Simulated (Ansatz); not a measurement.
## Exact exchange and the electronic atomisation energy of SF4 (sulfur tetrafluoride)

SF4: 5 atoms, total charge 0, spin state singlet. As SMILES, `FS(F)(F)F`. The coordinates come from a PBE0-D4/def2-TZVP relaxation.

The electronic atomisation energy y, in eV, basis 6-311+G(d,p); a is the functional's share of exact exchange. Programs: Ansatz 0.2.0.

| functional | program | a | y (eV) |
| --- | --- | --- | --- |
| r2SCAN | Ansatz | 0 | 12.80 |
| revPBE | Ansatz | 0 | 12.47 |
| B3LYP | Ansatz | 0.2 | 11.97 |
| PBE0 | Ansatz | 0.25 | ? |
| r2SCAN0 | Ansatz | 0.25 | 11.53 |
| BHLYP | Ansatz | 0.5 | 10.21 |

**Question.** Fit y = c + s·a to the known rows and predict PBE0.

**Answer.** 
1. Means of the 5 rows: a = 0.1900, y = 11.796.
2. Σ(Δa)² = 0.172, Σ(Δa·Δy) = -0.8247, so the slope is -0.8247/0.172 = -4.7948.
3. Intercept: 11.796 − (-4.7948) × 0.1900 = 12.707. The largest residual of the fit is 0.24.
4. PBE0: 12.707 + (-4.7948) × 0.25 = 11.51 eV.

The run gave 12.16 eV, so the prediction is off by -0.65 eV, more than the scatter of the fit. The rows mix families of semi-local functionals, which the line can't see.
